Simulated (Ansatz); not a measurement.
# C₄H₆O: basis-set convergence

An exercise on one series of results from a longer session: the logs are not shown, and one member is left open.

Computed with Ansatz 0.2.0, Gaussian basis. Level: one geometry, several basis sets.

Plan: PBE0-D4/def2-SVP; ωB97M-V/def2-SVP; PBE0-D4/def2-QZVPP; ωB97M-V/def2-QZVPP; the functionals' def2-TZVPP values are taken from earlier runs.

## Structure used throughout

The geometry comes from an earlier relaxation with PBE0-D4 in a triple-zeta def2 set; it is a stationary point, not always the lowest conformer.

SMILES `C1=COCC1`, 11 atoms, charge 0, spin multiplicity 1.

Atoms are counted from 1 here; the program's logs count them from 0.

Bond lengths: C1–C2 1.327 Å, C1–C5 1.504 Å, C1–H6 1.079 Å, C2–O3 1.356 Å, C2–H7 1.081 Å, O3–C4 1.439 Å, C4–C5 1.535 Å, C4–H8 1.095 Å, C4–H9 1.090 Å, C5–H10 1.093 Å, C5–H11 1.096 Å. Angles: C2–C1–C5 108.3°, C2–C1–H6 125.8°, C5–C1–H6 125.8°, C1–C2–O3 115.4°, C1–C2–H7 129.8°, O3–C2–H7 114.8°, C2–O3–C4 106.3°, O3–C4–C5 106.8°, O3–C4–H8 107.5°, O3–C4–H9 107.9°, C5–C4–H8 111.4°, C5–C4–H9 114.1°, H8–C4–H9 108.9°, C1–C5–C4 100.9°, C1–C5–H10 113.5°, C1–C5–H11 111.4°, C4–C5–H10 111.5°, C4–C5–H11 112.4° and more.

The first run:

Contents of in.yaml:

```yaml
crystal:
  periodic: [false, false, false]
  atoms:
    - {symbol: C, position_ang: [0.483514, 0.925887, -0.541541]}
    - {symbol: C, position_ang: [1.010627, 0.729608, 0.659909]}
    - {symbol: O, position_ang: [0.469072, -0.289439, 1.372570]}
    - {symbol: C, position_ang: [-0.424185, -0.978377, 0.478523]}
    - {symbol: C, position_ang: [-0.637418, -0.058796, -0.731589]}
    - {symbol: H, position_ang: [0.766854, 1.700931, -1.236329]}
    - {symbol: H, position_ang: [1.799163, 1.268702, 1.166834]}
    - {symbol: H, position_ang: [0.059852, -1.915790, 0.187012]}
    - {symbol: H, position_ang: [-1.336831, -1.208282, 1.028263]}
    - {symbol: H, position_ang: [-0.576083, -0.612311, -1.671595]}
    - {symbol: H, position_ang: [-1.614564, 0.437846, -0.712036]}
basis:
  gaussian: {orbitals: def2-SVP}
hamiltonian: {xc: pbe0, dispersion: d4}
output: {orbitals: {seedname: orbitals}}
```

Command:

```
> ansatz run in.yaml --threads 4 --pin off --events-out ev --progress --plain --max-ram 10444MiB
```

Steps of the session up to this table: PBE0-D4 in def2-SVP; ωB97M-V in def2-SVP; PBE0-D4 in def2-QZVPP; ωB97M-V in def2-QZVPP.

One of the session's tables, all rows but one given; the rest of the session is left out.

It belongs to the step «Density functionals: the series». 

```
functional       basis  HOMO (eV)  LUMO (eV)
   PBE0-D4    def2-SVP      -6.04       1.07
   PBE0-D4  def2-TZVPP          ?          ?
   PBE0-D4  def2-QZVPP      -6.15       0.74
   ωB97M-V    def2-SVP      -8.28       3.26
   ωB97M-V  def2-TZVPP      -8.37       2.87
   ωB97M-V  def2-QZVPP      -8.39       2.03
```

Estimate the missing values for PBE0-D4, def2-TZVPP.

The run gave: HOMO (eV): -6.12; LUMO (eV): 0.84. In the column «HOMO (eV)» it lies between PBE0-D4, def2-QZVPP (-6.15) and PBE0-D4, def2-SVP (-6.04).
